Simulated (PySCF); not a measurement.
## How well do the runs reproduce experiment for C3H7Cl?

**Experimental background.**

From NIST CCCBDB Release 22 (SRD 101), experimental dipoles, for the gas: dipole moment (dielectric constant and refractivity) 2.17 D.

The results are set against them at the end.

C3H7Cl.
Atom-mapped SMILES: `[CH3:1][CH:2]([CH3:3])[Cl:4]` (hydrogens: H5, H6, H7 on C1; H8 on C2; H9, H10, H11 on C3)

Structure used (PBE0-D3(BJ)/def2-SVP), in Å, numbered top down from 1:
```xyz
11
C3H7Cl angstrom
C     -1.1722   -0.5375    0.1315
C     -0.1247    0.4852   -0.2522
C      1.2959    0.0122   -0.0313
Cl    -0.4003    2.0016    0.6958
H     -1.0746   -0.8130    1.1925
H     -1.0471   -1.4480   -0.4763
H     -2.1864   -0.1473   -0.0317
H     -0.2615    0.7892   -1.3008
H      1.4578   -0.2485    1.0256
H      1.4919   -0.8829   -0.6433
H      2.0210    0.7893   -0.3100
```

Runs made with PySCF (gas phase, on this PBE0-D3(BJ)/def2-SVP geometry; no spin–orbit coupling):

```csv
level,job,basis functions
"PBE0-D3(BJ)/def2-SVP, grid level 1",geometry optimisation from an MMFF94s start,95
CAM-B3LYP/def2-SVPD,"10 singlets by full TDDFT, 4 Tamm–Dancoff triplets, polarisability, ΔSCF ions",143
B3LYP/def2-SVPD,"10 singlets by full TDDFT, 4 Tamm–Dancoff triplets, polarisability, ΔSCF ions",143
BHandHLYP/def2-SVPD,"10 singlets by full TDDFT, 4 Tamm–Dancoff triplets, polarisability, ΔSCF ions",143
HF/def2-SVPD,"10 singlets by TDHF, 4 Tamm–Dancoff triplets, polarisability, ΔSCF ions",143
LDA/def2-SVPD,"10 singlets by full TDDFT, 4 Tamm–Dancoff triplets, polarisability, ΔSCF ions",143
PBE/def2-SVPD,"10 singlets by full TDDFT, 4 Tamm–Dancoff triplets, polarisability, ΔSCF ions",143
PBE0/def2-SVPD,"10 singlets by full TDDFT, 4 Tamm–Dancoff triplets, polarisability, ΔSCF ions",143
B3LYP/6-31G*,"spin–spin couplings from 10 perturbed nuclei, spin–dipole term left out",74
B3LYP/cc-pVTZ,"spin–spin couplings from 10 perturbed nuclei, spin–dipole term left out",222
B3LYP/def2-TZVP,"spin–spin couplings from 10 perturbed nuclei, spin–dipole term left out",172
```

All basis functions are spherical.

**Comparison with experiment**

**Dipole moment.** Measured: 2.17 D (NIST CCCBDB Release 22 (SRD 101), experimental dipoles).

```
               level  computed (D)  computed − measured (D)  % (from the printed values)
PBE0-D3(BJ)/def2-SVP          2.04                    -0.13                           -6
 CAM-B3LYP/def2-SVPD          2.28                    +0.11                           +5
     B3LYP/def2-SVPD          2.25                    +0.08                           +4
 BHandHLYP/def2-SVPD          2.33                    +0.16                           +7
        HF/def2-SVPD          2.46                    +0.29                          +13
       LDA/def2-SVPD          2.24                    +0.07                           +3
       PBE/def2-SVPD          2.22                    +0.05                           +2
      PBE0/def2-SVPD          2.29                    +0.12                           +6
        B3LYP/6-31G*          2.24                    +0.07                           +3
       B3LYP/cc-pVTZ          2.15                    -0.02                           -1
     B3LYP/def2-TZVP          2.12                    -0.05                           -2
```

Closest is B3LYP/cc-pVTZ (-0.02 D), furthest HF/def2-SVPD (+0.29 D); one molecule doesn't rank methods. The computed dipoles belong to one fixed geometry; measured ones are averaged over vibrations unless marked μe. Magnitudes are compared, not signs.

No measured geometry was used, and the causes of the misses weren't examined.
